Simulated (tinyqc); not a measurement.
UHF in the sto-3g basis, for LiH, spin multiplicity 3, step by step. This run ends on a higher stationary point, not on the lowest solution. One step of it, computed by the program tinyqc.

Question. Iteration 2: building the Fock matrix. J_ij = sum D_kl (ij|kl) with D = D(alpha) + D(beta), K_ij = sum D_kl (ik|jl) for each spin; F = H + J - K(s); E = tr D H + tr D J / 2 - 0.5 sum_s tr D(s) K(s) + E_nn.

D(alpha) after iteration 1, lower triangle:
```
            1Li 1s    1Li 2s   1Li 2px   1Li 2py   1Li 2pz     2H 1s
1Li 1s    0.994266
1Li 2s    0.003103  0.084091
1Li 2px   0.000000  0.000000  0.971594
1Li 2py   0.000000  0.000000  0.166131  0.028406
1Li 2pz  -0.024659  0.074685  0.000000  0.000000  0.067086
2H 1s    -0.084265  0.214893  0.000000  0.000000  0.193397  0.557703
```

D(beta) after iteration 1, lower triangle:
```
            1Li 1s     1Li 2s   1Li 2px   1Li 2py    1Li 2pz     2H 1s
1Li 1s    0.986539
1Li 2s    0.026847   0.000731
1Li 2px   0.000000   0.000000  0.000000
1Li 2py   0.000000   0.000000  0.000000  0.000000
1Li 2pz   0.001203   0.000033  0.000000  0.000000   0.000001
2H 1s    -0.002870  -0.000078  0.000000  0.000000  -0.000003  0.000008
```

core Hamiltonian H = T + V (hartree), lower triangle:
```
            1Li 1s     1Li 2s    1Li 2px    1Li 2py    1Li 2pz      2H 1s
1Li 1s   -4.676912
1Li 2s   -1.049884  -1.358882
1Li 2px   0.000000   0.000000  -1.105251
1Li 2py   0.000000   0.000000   0.000000  -1.105251
1Li 2pz  -0.010799  -0.101637   0.000000   0.000000  -1.184838
2H 1s    -0.137576  -0.496586   0.000000   0.000000  -0.655890  -1.278646
```

Two-electron integrals (ij|kl) in chemists' order, unique and non-zero (hartree):
```
(11|11) 1.680395   (21|11) 0.265420   (21|21) 0.049941   (22|11) 0.397727
(22|21) 0.092860   (22|22) 0.290562   (31|31) 0.008981   (32|31) 0.013788
(32|32) 0.064184   (33|11) 0.396640   (33|21) 0.092880   (33|22) 0.290497
(33|33) 0.312946   (41|41) 0.008981   (42|41) 0.013788   (42|42) 0.064184
(43|43) 0.016869   (44|11) 0.396640   (44|21) 0.092880   (44|22) 0.290497
(44|33) 0.279207   (44|44) 0.312946   (51|51) 0.008981   (52|51) 0.013788
(52|52) 0.064184   (53|53) 0.016869   (54|54) 0.016869   (55|11) 0.396640
(55|21) 0.092880   (55|22) 0.290497   (55|33) 0.279207   (55|44) 0.279207
(55|55) 0.312946   (61|11) 0.032487   (61|21) 0.006160   (61|22) 0.011730
(61|33) 0.011593   (61|44) 0.011593   (61|51) 0.000762   (61|52) 0.001487
(61|55) 0.012009   (61|61) 0.000836   (62|11) 0.102109   (62|21) 0.024251
(62|22) 0.083678   (62|33) 0.078994   (62|44) 0.078994   (62|51) 0.003835
(62|52) 0.025914   (62|55) 0.092969   (62|61) 0.003608   (62|62) 0.044133
(63|31) 0.001647   (63|32) 0.008371   (63|53) 0.003685   (63|63) 0.002652
(64|41) 0.001647   (64|42) 0.008371   (64|54) 0.003685   (64|64) 0.002652
(65|11) 0.134566   (65|21) 0.032214   (65|22) 0.114699   (65|33) 0.106807
(65|44) 0.106807   (65|51) 0.005908   (65|52) 0.039876   (65|55) 0.130370
(65|61) 0.004928   (65|62) 0.065436   (65|65) 0.097877   (66|11) 0.270611
(66|21) 0.065177   (66|22) 0.248574   (66|33) 0.226995   (66|44) 0.226995
(66|51) 0.010628   (66|52) 0.092353   (66|55) 0.291613   (66|61) 0.009916
(66|62) 0.168866   (66|65) 0.258401   (66|66) 0.774606
```

nuclear repulsion = 0.81245222 hartree

Give: Coulomb J; exchange K(alpha); exchange K(beta); F(alpha); F(beta); total energy of this density.

Answer.

Coulomb J (hartree), lower triangle:
```
         1Li 1s  1Li 2s  1Li 2px  1Li 2py  1Li 2pz   2H 1s
1Li 1s   4.0426
1Li 2s   0.6939  1.3449
1Li 2px  0.0000  0.0000   1.3464
1Li 2py  0.0000  0.0000   0.0056   1.3146
1Li 2pz  0.0114  0.0867   0.0000   0.0000   1.3670
2H 1s    0.0871  0.4376   0.0000   0.0000   0.6087  1.4237
```

exchange K(alpha) (hartree), lower triangle:
```
         1Li 1s  1Li 2s  1Li 2px  1Li 2py  1Li 2pz   2H 1s
1Li 1s   1.6841
1Li 2s   0.2895  0.2097
1Li 2px  0.0000  0.0000   0.3263
1Li 2py  0.0000  0.0000   0.0492   0.0470
1Li 2pz  0.0000  0.1132   0.0000   0.0000   0.1734
2H 1s    0.0365  0.2158   0.0000   0.0000   0.2769  0.6262
```

exchange K(beta) (hartree), lower triangle:
```
         1Li 1s  1Li 2s  1Li 2px  1Li 2py  1Li 2pz   2H 1s
1Li 1s   1.6719
1Li 2s   0.2736  0.0543
1Li 2px  0.0000  0.0000   0.0096
1Li 2py  0.0000  0.0000   0.0000   0.0096
1Li 2pz  0.0001  0.0000   0.0000   0.0000   0.0096
2H 1s    0.0344  0.0069   0.0000   0.0000   0.0009  0.0010
```

F(alpha) (hartree), lower triangle:
```
          1Li 1s   1Li 2s  1Li 2px  1Li 2py  1Li 2pz    2H 1s
1Li 1s   -2.3184
1Li 2s   -0.6455  -0.2236
1Li 2px   0.0000   0.0000  -0.0851
1Li 2py   0.0000   0.0000  -0.0436   0.1623
1Li 2pz   0.0006  -0.1281   0.0000   0.0000   0.0087
2H 1s    -0.0870  -0.2748   0.0000   0.0000  -0.3241  -0.4812
```

F(beta) (hartree), lower triangle:
```
          1Li 1s   1Li 2s  1Li 2px  1Li 2py  1Li 2pz   2H 1s
1Li 1s   -2.3062
1Li 2s   -0.6296  -0.0683
1Li 2px   0.0000   0.0000   0.2315
1Li 2py   0.0000   0.0000   0.0056   0.1997
1Li 2pz   0.0005  -0.0149   0.0000   0.0000   0.1725
2H 1s    -0.0848  -0.0660   0.0000   0.0000  -0.0481  0.1440
```

total energy of this density = -7.708851 hartree
